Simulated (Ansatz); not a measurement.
**H2N–C, doublet: reading a ladder of total energies**

Geometry: a PBE0/def2-TZVP stationary point for this spin, not checked as a minimum.

```xyz
4

N     0.0000    0.0000    0.5108
C     0.0000    0.0000   -0.7748
H     0.0000    0.8569    1.0670
H     0.0000   -0.8569    1.0670
```

Basis cc-pVDZ; Ansatz 0.2.0. Correlated methods freeze the noble-gas cores, which leaves 11 electrons in 36 orbitals. R marks a restricted (for open shells ROHF) determinant, U an unrestricted one.

Full CI isn't at hand for all of this; UCCSDT(Q) serves as the reference, and is uncertain by about the last step of the cluster series.

Runs differ by some tens of microhartree through their thresholds and, for an open shell, their frozen cores, so steps under 0.03 kcal/mol mean nothing.

```csv
level,total energy (hartree)
UHF,-93.391102
UMP2,-93.648711
UCCSD,-93.675071
UCCSD(T),-93.683613
UCCSDT,-93.684369
UCCSDT(Q),-93.685019
```

Task: What is the correlation energy at UCCSDT(Q), and what share of it do UMP2 and UCCSDT recover?

Result: E(corr) = -93.685019 − (-93.391102) = -0.293917 hartree = -7.998 eV. UMP2: -0.257609 / -0.293917 = 87.65 %. UCCSDT: -0.293267 / -0.293917 = 99.78 %.

Task: By how many kcal/mol does UCCSD(T) miss UCCSDT(Q) (1 hartree = 627.509 kcal/mol), and which steps make up the rest?

Result: -93.683613 − (-93.685019) = 0.001406 hartree = 0.88 kcal/mol. Steps: UCCSDT − UCCSD(T) = -0.47, UCCSDT(Q) − UCCSDT = -0.41 kcal/mol. Differences between like states or geometries often cancel part of this.
